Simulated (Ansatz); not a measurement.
Start from `C#CS` and change one atom or group to get `C#[C][AlH2]`.

Ansatz, PBE0-D4/def2-TZVP geometries, multiplicity 1. Each molecule was computed in one conformer, which needn't be the lowest.

| property | `C#CS` |
| --- | --- |
| HOMO energy (PBE/def2-TZVPP) / eV | -5.83 |
| LUMO energy (ωB97M-V/def2-TZVPP) / eV | 1.73 |
| HOMO energy (ωB97M-V/def2-TZVPP) / eV | -9.09 |
| HOMO–LUMO gap (ωB97M-V/def2-TZVPP) / eV | 10.81 |
| LUMO energy (B3LYP/def2-TZVPP) / eV | -0.56 |
| size of the dipole moment (ωB97M-V/def2-TZVPP) / D | 0.81 |

**Question.** What does the change do to each property? (Best estimate.)

**Answer.** Computed: 
```
                                          property  `C#[C][AlH2]`  shift
                 HOMO energy (PBE/def2-TZVPP) / eV          -6.86  -1.03
             LUMO energy (ωB97M-V/def2-TZVPP) / eV          -0.18  -1.91
             HOMO energy (ωB97M-V/def2-TZVPP) / eV         -10.27  -1.18
           HOMO–LUMO gap (ωB97M-V/def2-TZVPP) / eV          10.09  -0.72
               LUMO energy (B3LYP/def2-TZVPP) / eV          -2.08  -1.52
size of the dipole moment (ωB97M-V/def2-TZVPP) / D           0.54  -0.27
```

With PBE0 the HOMO falls by 1.08 eV and the LUMO falls by 1.55 eV, so the gap narrows by about 0.47 eV. PBE moves the HOMO by -1.03 eV and ωB97M-V by -1.18 eV. The zero-point energy changes by 11.1 kJ/mol with +3 modes. Dipoles are sizes alone; their direction can turn.

B3LYP here is the variant with VWN-RPA as its local correlation; programs differ in this.
